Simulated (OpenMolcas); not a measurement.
**P2 (SMILES P#P): CCSD(T)/STO-3G (Cholesky decomposition, electric field -0.02 a.u., field axis z)**

Aim: the energy change on altering one bond length of P2 at CCSD(T)/STO-3G (Cholesky decomposition, electric field -0.02 a.u., field axis z), from 2 runs. 

The calculation is run with OpenMolcas 26.06.

4 further runs of the same task are left out: 1 that didn't finish, 3 set aside as unsound or not needed.

## Step 1: The structure to begin with

P2: 2 atoms, total charge 0, spin state singlet. SMILES: `P#P`. The bond length is the measured one.

Bond lengths: P1–P2 1.893 Å.

## Step 2: The energy at CCSD(T)/STO-3G (Cholesky decomposition, electric field -0.02 a.u., field axis z)

calc.inp

```
&GATEWAY
  Coord
  2
  angstrom
  P        0.000000       0.000000       0.000000
  P        0.000000       0.000000       1.893400
  Basis
  STO-3G
  Group
  NoSym

&SEWARD
  Medium

&FFPT
  Dipole
  Z 0.02

&SCF
  PrOrbitals
  1 1

&CHCC
  Frozen
  10

&CHT3
  Frozen
  10
```

Command:

```sh
$ export MOLCAS_MEM=1860
$ pymolcas calc.inp > calc.log
```

Standard output:

```text
--- Start Module: gateway ---
[...]
--- Stop Module: gateway /rc=_RC_ALL_IS_WELL_ ---
[...]
      Basis functions           18
[...]
       Convergence after  10 Iterations
[...]
::    Total SCF energy                               -673.7621698975
[...]
      Total spin, S                                     0.0000000000
[...]
      Total electronic charge=   30.000000
      Total            charge=   -0.000000
[...]
      Dipole Moment (debye):
      Origin of the operator (angstrom)=    0.0000    0.0000    0.9467
                   X=  1.4852E-15               Y=  7.3112E-16               Z= -1.5931E+00           Total=  1.5931E+00
      Quadrupole Moment (debye*angstrom):
[...]
--- Start Module: chcc ---
[...]
--- Stop Module: chcc /rc=_RC_ALL_IS_WELL_ ---
--- Start Module: cht3 ---
[...]
--- Stop Module: cht3 /rc=_RC_ALL_IS_WELL_ ---
[...]
```

Run time: 2 s. Hardware: 1 thread of Arm Neoverse V1, shared host.

## Step 3: The distorted shape, same level

calc.inp

```
* P2 CCSD(T)
>>> EXPORT MOLCAS_PRINT=2

&GATEWAY
  Coord
  2
  angstrom
  P        0.000000       0.000000      -0.189300
  P        0.000000       0.000000       1.893400
  Basis = STO-3G
  Group = NoSym

&SEWARD
  Medium

&FFPT
  Dipole
  Z 0.02

&SCF
  PrOrbitals = 1 1

&CHCC
  Frozen = 10

&CHT3
  Frozen = 10
```

Command:

```sh
$ export MOLCAS_MEM=1860
$ pymolcas calc.inp > calc.log
```

Standard output:

```text
--- Start Module: gateway ---
[...]
--- Stop Module: gateway /rc=_RC_ALL_IS_WELL_ ---
[...]
      Basis functions           18
[...]
       Convergence after  10 Iterations
[...]
::    Total SCF energy                               -673.7063106905
[...]
      Total spin, S                                     0.0000000000
[...]
      Total electronic charge=   30.000000
      Total            charge=   -0.000000
[...]
      Dipole Moment (debye):
      Origin of the operator (angstrom)=    0.0000    0.0000    0.8520
                   X= -2.2102E-15               Y=  5.0495E-17               Z= -1.9070E+00           Total=  1.9070E+00
      Quadrupole Moment (debye*angstrom):
[...]
--- Start Module: chcc ---
[...]
--- Stop Module: chcc /rc=_RC_ALL_IS_WELL_ ---
--- Start Module: cht3 ---
[...]
--- Stop Module: cht3 /rc=_RC_ALL_IS_WELL_ ---
[...]
```

It took 2.1 s on 1 thread of Arm Neoverse V1, shared host.

## Step 4: Summary of results

At CCSD(T)/STO-3G (Cholesky decomposition, electric field -0.02 a.u., field axis z), 10 core orbitals frozen:

```
                                                         quantity          value
                                        first shape: total energy  -673.90595 Eh
                  first shape: dipole moment (mean-field density)         1.59 D
               first shape: HOMO–LUMO gap (Hartree–Fock orbitals)       12.11 eV
        first shape: correlation energy (10 core orbitals frozen)     -143.8 mEh
                                      first shape: (T) correction      -1.96 mEh
                                    distorted shape: total energy  -673.88500 Eh
              distorted shape: dipole moment (mean-field density)         1.91 D
           distorted shape: HOMO–LUMO gap (Hartree–Fock orbitals)       10.25 eV
    distorted shape: correlation energy (10 core orbitals frozen)     -178.7 mEh
                                  distorted shape: (T) correction      -2.48 mEh
energy change with the P1–P2 bond stretched from 1.893 to 2.083 Å       0.570 eV
```

In words: With the P1–P2 bond stretched from 1.893 to 2.083 Å the energy rises by 0.57 eV (55.0 kJ/mol). The first shape isn't relaxed at this level, so the change isn't measured from a minimum. The minimal basis adds a large error of its own. The triples (first shape) make up 1.4 % of the correlation energy. The triples (distorted shape) make up 1.4 % of the correlation energy.
